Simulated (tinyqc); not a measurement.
Inside a calculation. Method: RKS/PBE0 in the sto-3g basis, for H2O, spin multiplicity 1. One step of it, computed by the program tinyqc.

Task: Iteration 1: building the Kohn-Sham matrix. J_ij = sum D_kl (ij|kl), K_ij = sum D_kl (ik|jl); F = H + J - 0.125 K + V_xc; E = tr D H + tr D J / 2 - 0.0625 tr D K + E_xc + E_nn.

D at the start, lower triangle:
```
            1O 1s      1O 2s    1O 2px     1O 2py     1O 2pz      2H 1s     3H 1s
1O 1s    0.800208
1O 2s    0.331008   1.852061
1O 2px   0.165136  -0.858338  1.273276
1O 2py   0.304865   0.066030  0.242935   2.504945
1O 2pz   0.318050   0.720584  0.393704  -0.264122   1.854471
2H 1s   -0.896194  -0.317187  0.341038  -0.913060  -0.409830   2.191019
3H 1s    0.598957  -0.876971  0.684216   0.683908  -1.174689  -0.131822  2.203085
```

core Hamiltonian H = T + V (hartree), lower triangle:
```
             1O 1s      1O 2s     1O 2px     1O 2py     1O 2pz      2H 1s      3H 1s
1O 1s   -32.680472
1O 2s    -7.603232  -9.297815
1O 2px    0.000000   0.000000  -7.427348
1O 2py    0.000000   0.000000   0.000000  -7.589204
1O 2pz   -0.015662  -0.186519   0.000000   0.000000  -7.495203
2H 1s    -1.602742  -3.504930   0.000000  -2.059519  -1.386847  -4.909793
3H 1s    -1.602742  -3.504930   0.000000   2.059519  -1.386847  -1.280660  -4.909793
```

Two-electron integrals (ij|kl) in chemists' order, unique and non-zero (hartree):
```
(11|11) 4.785065    (21|11) 0.741380    (21|21) 0.136873    (22|11) 1.118947
(22|21) 0.256633    (22|22) 0.817206    (31|31) 0.024477    (32|31) 0.037809
(32|32) 0.180518    (33|11) 1.115814    (33|21) 0.256684    (33|22) 0.817023
(33|33) 0.880159    (41|41) 0.024477    (42|41) 0.037809    (42|42) 0.180518
(43|43) 0.047444    (44|11) 1.115814    (44|21) 0.256684    (44|22) 0.817023
(44|33) 0.785270    (44|44) 0.880159    (51|51) 0.024477    (52|51) 0.037809
(52|52) 0.180518    (53|53) 0.047444    (54|54) 0.047444    (55|11) 1.115814
(55|21) 0.256684    (55|22) 0.817023    (55|33) 0.785270    (55|44) 0.785270
(55|55) 0.880159    (61|11) 0.157396    (61|21) 0.028809    (61|22) 0.053657
(61|33) 0.053554    (61|41) 0.001116    (61|42) 0.002086    (61|44) 0.053777
(61|51) 0.000722    (61|52) 0.001351    (61|54) 0.000144    (61|55) 0.053648
(61|61) 0.006143    (62|11) 0.378941    (62|21) 0.087983    (62|22) 0.309730
(62|33) 0.304501    (62|41) 0.005539    (62|42) 0.042131    (62|44) 0.315347
(62|51) 0.003586    (62|52) 0.027279    (62|54) 0.007022    (62|55) 0.309048
(62|61) 0.018873    (62|62) 0.144756    (63|31) 0.009254    (63|32) 0.053696
(63|43) 0.008777    (63|53) 0.005683    (63|63) 0.020746    (64|11) 0.227641
(64|21) 0.053543    (64|22) 0.201284    (64|33) 0.192129    (64|41) 0.012211
(64|42) 0.079659    (64|44) 0.216508    (64|51) 0.001915    (64|52) 0.016811
(64|54) 0.010102    (64|55) 0.194991    (64|61) 0.011999    (64|62) 0.114266
(64|64) 0.109914    (65|11) 0.147394    (65|21) 0.034668    (65|22) 0.130328
(65|33) 0.124400    (65|41) 0.001915    (65|42) 0.016811    (65|44) 0.128819
(65|51) 0.010494    (65|52) 0.064581    (65|54) 0.011638    (65|55) 0.137619
(65|61) 0.007769    (65|62) 0.073985    (65|64) 0.057734    (65|65) 0.058128
(66|11) 0.515192    (66|21) 0.121564    (66|22) 0.490371    (66|33) 0.470486
(66|41) 0.010008    (66|42) 0.104576    (66|44) 0.512092    (66|51) 0.006480
(66|52) 0.067711    (66|54) 0.026939    (66|55) 0.487928    (66|61) 0.026317
(66|62) 0.287109    (66|64) 0.258778    (66|65) 0.167554    (66|66) 0.774606
(71|11) 0.157396    (71|21) 0.028809    (71|22) 0.053657    (71|33) 0.053554
(71|41) -0.001116   (71|42) -0.002086   (71|44) 0.053777    (71|51) 0.000722
(71|52) 0.001351    (71|54) -0.000144   (71|55) 0.053648    (71|61) 0.006035
(71|62) 0.018207    (71|64) 0.010576    (71|65) 0.007501    (71|66) 0.025068
(71|71) 0.006143    (72|11) 0.378941    (72|21) 0.087983    (72|22) 0.309730
(72|33) 0.304501    (72|41) -0.005539   (72|42) -0.042131   (72|44) 0.315347
(72|51) 0.003586    (72|52) 0.027279    (72|54) -0.007022   (72|55) 0.309048
(72|61) 0.018207    (72|62) 0.115190    (72|64) 0.062956    (72|65) 0.057125
(72|66) 0.185373    (72|71) 0.018873    (72|72) 0.144756    (73|31) 0.009254
(73|32) 0.053696    (73|43) -0.008777   (73|53) 0.005683    (73|63) 0.015884
(73|73) 0.020746    (74|11) -0.227641   (74|21) -0.053543   (74|22) -0.201284
(74|33) -0.192129   (74|41) 0.012211    (74|42) 0.079659    (74|44) -0.216508
(74|51) -0.001915   (74|52) -0.016811   (74|54) 0.010102    (74|55) -0.194991
(74|61) -0.010576   (74|62) -0.062956   (74|64) -0.019073   (74|65) -0.030539
(74|66) -0.090528   (74|71) -0.011999   (74|72) -0.114266   (74|74) 0.109914
(75|11) 0.147394    (75|21) 0.034668    (75|22) 0.130328    (75|33) 0.124400
(75|41) -0.001915   (75|42) -0.016811   (75|44) 0.128819    (75|51) 0.010494
(75|52) 0.064581    (75|54) -0.011638   (75|55) 0.137619    (75|61) 0.007501
(75|62) 0.057125    (75|64) 0.030539    (75|65) 0.043777    (75|66) 0.100419
(75|71) 0.007769    (75|72) 0.073985    (75|74) -0.057734   (75|75) 0.058128
(76|11) 0.128644    (76|21) 0.030103    (76|22) 0.113866    (76|33) 0.111488
(76|44) 0.114079    (76|51) 0.001983    (76|52) 0.017527    (76|55) 0.115910
(76|61) 0.006372    (76|62) 0.051398    (76|64) 0.035149    (76|65) 0.029543
(76|66) 0.102704    (76|71) 0.006372    (76|72) 0.051398    (76|74) -0.035149
(76|75) 0.029543    (76|76) 0.022071    (77|11) 0.515192    (77|21) 0.121564
(77|22) 0.490371    (77|33) 0.470486    (77|41) -0.010008   (77|42) -0.104576
(77|44) 0.512092    (77|51) 0.006480    (77|52) 0.067711    (77|54) -0.026939
(77|55) 0.487928    (77|61) 0.025068    (77|62) 0.185373    (77|64) 0.090528
(77|65) 0.100419    (77|66) 0.313715    (77|71) 0.026317    (77|72) 0.287109
(77|74) -0.258778   (77|75) 0.167554    (77|76) 0.102704    (77|77) 0.774606
```

nuclear repulsion = 8.83899137 hartree

V_xc (hartree), lower triangle:
```
            1O 1s      1O 2s     1O 2px     1O 2py     1O 2pz      2H 1s      3H 1s
1O 1s   -1.849818
1O 2s   -0.276490  -0.604591
1O 2px   0.004229   0.036106  -0.578571
1O 2py  -0.005988  -0.010967  -0.007979  -0.627583
1O 2pz  -0.011256  -0.026728  -0.022681   0.004551  -0.598691
2H 1s   -0.059527  -0.231329   0.005252  -0.160360  -0.106230  -0.423434
3H 1s   -0.059076  -0.225447   0.006690   0.150464  -0.102576  -0.080203  -0.406795
```

E_xc = sum of w rho eps_xc = -5.21250391 hartree

Give: Coulomb J; exchange K; Kohn-Sham matrix F; total energy of this density.

Result:

Coulomb J (hartree), lower triangle:
```
          1O 1s    1O 2s   1O 2px   1O 2py  1O 2pz   2H 1s   3H 1s
1O 1s   12.7144
1O 2s    2.6231   7.4780
1O 2px  -0.0378  -0.1873   7.3910
1O 2py   0.0200   0.0758   0.0170   7.5721
1O 2pz   0.0496   0.2528   0.0490  -0.0048  7.4597
2H 1s    0.5532   2.9611  -0.0445   1.9966  1.3463  5.1622
3H 1s    0.5513   2.9185  -0.0497  -1.9202  1.3251  1.1160  5.0206
```

exchange K (hartree), lower triangle:
```
          1O 1s    1O 2s  1O 2px   1O 2py  1O 2pz   2H 1s   3H 1s
1O 1s    4.5684
1O 2s    1.4650   2.4024
1O 2px  -0.0001  -0.4404  1.6136
1O 2py   0.0425   0.1299  0.1333   2.2991
1O 2pz   0.4151   0.2929  0.4612  -0.0813  1.8005
2H 1s    0.1973   1.0897  0.0576   0.6387  0.4075  1.5742
3H 1s    0.5826   0.9680  0.0849  -0.5904  0.2144  0.3684  1.3188
```

Kohn-Sham matrix F (hartree), lower triangle:
```
           1O 1s    1O 2s   1O 2px   1O 2py   1O 2pz    2H 1s    3H 1s
1O 1s   -22.3870
1O 2s    -5.4398  -2.7247
1O 2px   -0.0336  -0.0962  -0.8166
1O 2py    0.0087   0.0486  -0.0076  -0.9321
1O 2pz   -0.0292   0.0030  -0.0313   0.0099  -0.8593
2H 1s    -1.1337  -0.9114  -0.0464  -0.3031  -0.1977  -0.3678
3H 1s    -1.1833  -0.9329  -0.0536   0.3636  -0.1911  -0.2909  -0.4608
```

total energy of this density = -53.392772 hartree

This density is the starting one.
